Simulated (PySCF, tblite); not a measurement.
Potential energy curve for C2H2O, SMILES C=C=O. The C1–C4 bond (C1 also carries H, H; C4 carries O) is pulled apart rigidly from the PBE0/def2-TZVP optimised geometry.

- GFN2-xTB, 300 K electronic temperature (tblite)
- RMP2 = PySCF with MP2 on RHF/cc-pVDZ, 3 core orbitals frozen
- UKS-PBE = unrestricted PBE/cc-pVDZ in PySCF 2.14.0

Energies are in kJ/mol, each relative to the lowest point of its own curve near equilibrium.

```tsv
R / Å	GFN2-xTB	RMP2	UKS-PBE
1.04	374.6	458.1	433.0
1.12	144.7	202.3	188.1
1.19	42.9	77.8	70.3
1.23	14.0	36.5	31.9
1.28	0.0	(withheld)	6.0
1.31	0.9	0.6	0.0
1.35	10.5	0.0	0.7
1.40	33.3	11.1	12.8
1.45	64.6	32.0	34.2
1.51	(withheld)	66.5	68.3
1.60	186.8	130.7	130.0
1.77	338.0	269.5	257.1
1.97	496.2	423.9	395.0
2.14	600.8	520.4	456.2
2.34	—	591.3	(withheld)
2.59	—	(withheld)	—
2.87	—	664.9	—
3.19	—	(withheld)	—
3.51	—	(withheld)	—
3.97	—	690.0	—
4.59	—	692.2	—
```

Problem. Fill in the missing entries.

Solution. 
- 1.28, RMP2: 7.9
- 1.51, GFN2-xTB: 109.9
- 2.34, UKS-PBE: 465.6
- 2.59, RMP2: 638.9
- 3.19, RMP2: 678.9
- 3.51, RMP2: 685.7

Dashes: no converged value, or the column stops at the first point that the program doubted or that broke a chosen test of continuity, which isn't proof of a fault.

The restricted form behind RMP2 keeps the bonding electrons paired and can't separate into open-shell fragments. The unrestricted determinant behind UKS-PBE is spin-contaminated at 2.14 to 4.59 Å (<S²> up to 1.0, against 0.00 for a pure singlet).
